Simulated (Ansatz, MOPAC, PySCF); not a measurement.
System: Si2N2H8, charge 0, multiplicity 1. SMILES: N[SiH2][SiH2]N
Structure (B3LYP-D3(BJ)/def2-TZVP (Ansatz, a quantum-chemistry and plane-wave program) minimum search):
```xyz
12

N     -1.5628     0.1500     1.1628
Si    -1.1791    -0.3618    -0.4480
Si     1.1313     0.0320    -0.6641
N      1.6528     0.4706     0.9295
H     -2.4916     0.0239     1.5356
H     -1.1507     1.0057     1.5034
H     -1.5239    -1.8019    -0.5579
H     -1.9335     0.3221    -1.5390
H      1.4325     1.1718    -1.5668
H      1.8131    -1.1530    -1.2625
H      2.6048     0.7575     1.0990
H      1.2889    -0.0520     1.7122
```

PM3 beside other levels, property by property. Set-up: frozen cores in correlated levels; six Cartesian d functions in 6-31G* and its kin unless marked 5d; spin-orbit terms left out; UHF or UKS for open shells; non-relativistic; no dispersion term unless named. Basis-set limits of correlation are two-point, X^-3; Hartree-Fock from the larger set. First-principles rows: single points at B3LYP-D3(BJ) geometries (Ansatz), with unscaled harmonic terms from B3LYP/6-31G* (Ansatz) at its own minima, enthalpies of formation by atomisation with measured atoms. Semi-empirical rows: MOPAC heats of formation at their own minima for 298 K, the proton's as measured. Anions need diffuse functions, which STO-3G, LANL2DZ, def2-SVP, cc-pVDZ and Pople sets without + lack.

Coupled cluster (Ansatz) is a level with limits of its own, used here on species with T1 under 0.025 (0.045 for open shells) and stable references: (a) CCSD(T)/CBS(aug-cc-pV(T+d)Z,aug-cc-pV(Q+d)Z); (b) CCSD(T)/CBS(cc-pV(T+d)Z,cc-pV(Q+d)Z).

```tsv
property	PM3 (MOPAC)	BP86/def2-SVP (PySCF)	M06-2X/6-31G* (5d) (PySCF)	PBE0/def2-TZVPD (Ansatz)	to compare with
enthalpy of formation at 298 K (kcal/mol)	-19.3	-26.5	4.3	-5.6	-22.0 coupled cluster (a)
H-Si bond dissociation enthalpy at 298 K, to N[SiH][SiH2]N + H atom (kcal/mol)	69.1	82.1	85.4	80.9	87.3 coupled cluster (b)
deprotonation enthalpy (H-N bond) at 298 K, to [NH-][SiH2][SiH2]N + H+ (kcal/mol)	362.0	372.6	377.4	368.7	367.8 coupled cluster (a)
proton affinity at N (heteroatom site), enthalpy at 298 K, to N[SiH2][SiH2][NH3+] (kcal/mol)	223.2	227.3	225.6	221.2	219.5 coupled cluster (b)
H-N bond dissociation enthalpy at 298 K, to [NH][SiH2][SiH2]N + H atom (kcal/mol)	83.1	102.6	107.3	102.6	109.0 coupled cluster (b)
N-Si bond dissociation enthalpy at 298 K, to N[SiH2][SiH2] + [NH2] (NH2) (kcal/mol)	80.7	93.1	97.8	93.1	99.3 coupled cluster (a)
```

As the rows show:
- enthalpy of formation at 298 K: PM3 lies 2.7 kcal/mol above coupled cluster.
- H-Si bond dissociation enthalpy at 298 K, to N[SiH][SiH2]N + H atom: PM3 lies 18.2 kcal/mol below coupled cluster.
- deprotonation enthalpy (H-N bond) at 298 K, to [NH-][SiH2][SiH2]N + H+: PM3 lies 5.8 kcal/mol below coupled cluster.
- proton affinity at N (heteroatom site), enthalpy at 298 K, to N[SiH2][SiH2][NH3+]: PM3 lies 3.7 kcal/mol above coupled cluster.
- H-N bond dissociation enthalpy at 298 K, to [NH][SiH2][SiH2]N + H atom: PM3 lies 25.9 kcal/mol below coupled cluster.
- N-Si bond dissociation enthalpy at 298 K, to N[SiH2][SiH2] + [NH2] (NH2): PM3 lies 18.6 kcal/mol below coupled cluster.

The properties are those with a value to compare with, at most eight drawn at random. No case is left out for the size of its miss. Left out are saddle points of the reference geometry, anions that the best level run finds unbound, excited spin states, species near biochemistry, 298 K rows of species without real B3LYP wavenumbers, cases with under five habitual levels, runs that failed or that the program found above a lower state of the same kind, table entries that another table contradicts, and a share of species set aside by lot.
